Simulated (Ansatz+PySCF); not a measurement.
The numbers below are computed, except where a source is named.
Input for Ansatz (development build ahead of 0.2.0):

```yaml
crystal:
  periodic: [false, false, false]
  atoms:
    - { symbol: C, position_ang: [0.0, 0.0, 0.0] }
    - { symbol: H, position_ang: [0.57059, 0.57059, 0.57059] }
    - { symbol: H, position_ang: [0.63399, -0.63399, -0.63399] }
    - { symbol: H, position_ang: [-0.63399, 0.63399, -0.63399] }
    - { symbol: H, position_ang: [-0.63399, -0.63399, 0.63399] }
basis:
  gaussian: { orbitals: "6-31G" }
hamiltonian:
  xc: hf
correlation:
  method: ccsd_t
  frozen_orbitals: { C: 1, H: 0 }
scf:
  omitted_lower_state_checks: [stability, starts, atomic_configurations, cluster_reference, orbital_swaps, given_window_search, neighbouring_geometries, increment]
```

The input is written out in the form of the current development build from the run's settings.

Output:

```yaml
Converged: yes
Reference_energy: -40.17289 hartree
CCSD_correlation_energy: -0.11598 hartree
Triples_correction: -0.00153 hartree
Total_energy: -40.29040 hartree
Spin_squared_of_the_determinant: 0.000
Largest_doubles_amplitude: 0.05
Occupied_orbitals_by_symmetry_in_an_Abelian_subgroup_alpha;_beta: 4 A' 1 A''; 4 A' 1 A''
```
